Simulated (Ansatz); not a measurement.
Mulliken charges of `OC=C(F)F` from ωB97M-V/def2-TZVPP in Ansatz (PBE0-D4/def2-TZVP geometry).

| atom | x (Å) | y (Å) | z (Å) | charge (e) |
| --- | --- | --- | --- | --- |
| O1 | -1.354 | 0.325 | 0.449 | -0.279 |
| C2 | -0.004 | 0.326 | 0.267 | -0.048 |
| C3 | 0.597 | -0.648 | -0.394 | 0.352 |
| F4 | -0.007 | -1.653 | -0.981 | -0.160 |
| F5 | 1.905 | -0.742 | -0.510 | -0.172 |
| H6 | -1.679 | 1.227 | 0.395 | 0.196 |
| H7 | 0.603 | 1.097 | 0.728 | 0.110 |

**Question.** By hand: the dipole of these point charges (1 e Å = 4.8032 D).

**Answer.** Σ q r = (-0.001, 0.419, 0.125) e Å, of length 0.437 e Å = 2.10 D.

**Question.** How does the dipole of the full density compare? (An estimate is asked.)

**Answer.** Computed: (-0.070, 0.513, 0.110) e Å, 2.54 D; the point charges give 0.83 times that, at 9° from its direction.

Point charges leave out the atoms' own dipoles, such as those of lone pairs, and Mulliken's split depends on the basis, so the two needn't agree.
